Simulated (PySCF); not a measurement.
CH: frontier orbitals

PBE0 at R = 1.125 Å; H def2-TZVPPD, C def2-TZVPPD; no relativity (PySCF 2.14). State: ²Π (doublet), unpaired electrons π ↑. Only the outer orbitals are listed, counted within each symmetry.

```tsv
spin	orbital	occ.	ε (eV)	on H (%)	main shells (%)
α	2σ	1	-18.22	28	66 C s, 27 H s
α	3σ	1	-9.11	18	58 C p, 23 C s, 17 H s
α	1π	1	-7.45	2	98 C p
α	1π	0	-3.85	5	94 C p
β	2σ	1	-16.91	35	58 C s, 33 H s
β	3σ	1	-8.53	17	54 C p, 28 C s, 15 H s
β	1π	0	-3.34	7	93 C p
β	1π	0	-1.90	12	88 C p, 12 H p
```

Which are the highest filled and the lowest empty level, where do they sit, and how wide is the gap?

Highest filled α 1π at -7.45 eV (in %: 98 C p); lowest empty α 1π at -3.85 eV (in %: 94 C p); the gap at PBE0 is 3.60 eV. Both belong to one degenerate shell, split only by its one-sided filling, so this is no excitation gap.

| Item | Value |
| --- | --- |
| bond order (Mayer) | 1.12 |
| ⟨S²⟩ | 0.754 |
| charge on H (Mulliken, basis-dependent) | 0.01 |
| charge on H (Löwdin, basis-dependent) | -0.26 |
| dipole moment (positive dipole means H(−)C(+)) | -1.46 D |
| polarisability along the bond | 16.6 bohr³ |
| polarisability across the bond | 13.5 bohr³ |

The state was picked by a PBE0 search and need not be the measured ground state.
